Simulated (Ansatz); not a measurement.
```yaml
crystal:
  periodic: [false, false, false]
  atoms:
    - {symbol: O, position_ang: [-0.973816, -0.501272, -0.624058]}
    - {symbol: P, position_ang: [0.322494, 0.508484, -0.512754]}
    - {symbol: O, position_ang: [1.222998, -0.134293, 0.686309]}
    - {symbol: H, position_ang: [-0.859354, -1.118614, -1.351548]}
    - {symbol: H, position_ang: [-0.409664, 1.467664, 0.250452]}
    - {symbol: H, position_ang: [0.739342, -0.286070, 1.505400]}
basis:
  gaussian: {orbitals: 6-31G}
magnetization: {spin_polarized: true, initial_magnetization: 8}
hamiltonian: {xc: {name: B2PLYP}}
output: {forces: true}
```

```sh
$ ansatz run in.yaml --threads 2 --pin off --events-out ev --progress --plain --max-ram 4352MiB
```

Output, abridged:

```
Functional definition: B2PLYP
386 factors; integrals over basis functions are off by at most 2.6e-4 eV
mean field evaluation 1: about -13381.6949 eV, gradient 1.3e1 eV
mean field evaluation 2: about -13381.7289 eV, gradient 1.3e1 eV
mean field evaluation 4: about -13383.1229 eV, gradient 3.4e0 eV
mean field evaluation 8: about -13383.5632 eV, gradient 1.2e0 eV
mean field evaluation 16: about -13383.7139 eV, gradient 6.1e-2 eV
mean field evaluation 32: about -13383.7141 eV, gradient 1.2e-5 eV
mean field -13383.71411535 eV, -491.8424219317 hartree, gradient 7.6e-6 eV, S^2 20.011685; 6 other end points of the search recorded, 0 dependent functions left out
7 core orbitals not correlated: weight in the atoms' cores, before any rotation towards them, 1.000 or more for the frozen orbitals, at most 0.000 for the correlated occupied ones
reference -13383.71424037 eV, -491.8424265261 hartree; 14, 6 occupied and 16, 24 virtual orbitals, 386 factors
second order -6.99760868 eV of doubles, -0.00000000 eV of singles
Total energy: -13385.60359471 eV, -491.9118590175 hartree
Atom 0 at    -0.973816    -0.501272    -0.624058 Å, force    -9.788349    -3.808795     3.308978 eV/Å
Atom 1 at     0.322494     0.508484    -0.512754 Å, force     7.483924     8.343375   -17.494979 eV/Å
Atom 2 at     1.222998    -0.134293     0.686309 Å, force    15.187166    -4.315096     0.950000 eV/Å
Atom 3 at    -0.859354    -1.118614    -1.351548 Å, force    -0.922474    -5.340836    -5.172757 eV/Å
Atom 4 at    -0.409664     1.467664     0.250452 Å, force    -5.665349     7.230682     6.359767 eV/Å
Atom 5 at     0.739342    -0.286070     1.505400 Å, force    -6.294918    -2.109328    12.048990 eV/Å
Dipole moment:     0.004452    -0.093096    -0.630145 e Å
```

(1) What is wrong with this run?

Answers

(1) The spin is set far too high for this molecule. The calculation finished and met its thresholds. The result belongs to that input, not to the molecule as meant.
